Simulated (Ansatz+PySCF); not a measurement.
singlet H₂O₂: levels of theory in one basis

```yaml
atoms:
  - { symbol: O, position_ang: [0.0425, -0.0349, -0.7092] }
  - { symbol: O, position_ang: [0.0487, -0.0254, 0.7092] }
  - { symbol: H, position_ang: [0.0792, 0.9122, -0.9007] }
  - { symbol: H, position_ang: [-0.8087, -0.4293, 0.9007] }
```

Basis set: def2-SVP (spherical functions). Correlated methods keep 2 orbitals frozen. Charge 0, multiplicity 1.

Computed with Ansatz (development build ahead of 0.2.0); each method stands on the lowest determinant of its kind that the runs found. NEVPT2 correlates all electrons. Active spaces start from the frontier orbitals, and the lowest solution found is given.

```tsv
method	E − E(RHF) (eV)	<S²> of the determinant
RHF	0.00	0.00
RHF-MP2	-10.42	–
RHF-CCSD	-10.82	–
CASSCF(2,2)	-1.11	–
SC-NEVPT2(2,2)	-10.54	–
```

Question: What does RHF-CCSD(T) give on the same scale?

Answer: -11.06 eV.

Question: Is a single determinant a sound starting point here?

Answer: By this sign, yes. Unrestricted orbitals gain 0.00 eV and <S²> is 0.00 against 0.00 for a pure state. The CASSCF(2,2) natural occupations are 1.94, 0.06.

Caution for CASSCF(2,2): other starts end on other solutions of this active space.
